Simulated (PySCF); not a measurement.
Working out the ionisation energy of B

B [He] 2s2 2p1 (2P) → B+ [He] 2s2 (1S). Calculation: PySCF 2.14, in pcseg-2 (4s3p2d1f, 30 functions); no relativity, point nucleus. Frozen: 1s2. Energies in hartree (1 hartree = 27.21139 eV):

| part | B (lower) | B+ (upper) |
| --- | --- | --- |
| UHF | -24.529208 | -24.234825 |
| CCSD correlation | -0.061884 | -0.058434 |
| (T) | -0.001176 | 0.000000 |

**Question.** What does Hartree-Fock give?

**Answer.** (-24.234825) − (-24.529208) = 0.294383 hartree = 8.011 eV.

**Question.** What do CCSD and CCSD(T) give?

**Answer.** The CCSD correlation energies differ by 0.003450 hartree = 0.094 eV and the triples by 0.001176 hartree = 0.032 eV, so CCSD gives 8.105 eV and CCSD(T) 8.137 eV.

Measured between the centres of the two terms (NIST): 8.297 eV, so CCSD(T) (valence) is off by -0.160 eV.

The coupled-cluster amplitudes are large, so a single reference is strained.

What remains against the reference includes basis incompleteness, the frozen core and higher excitations.
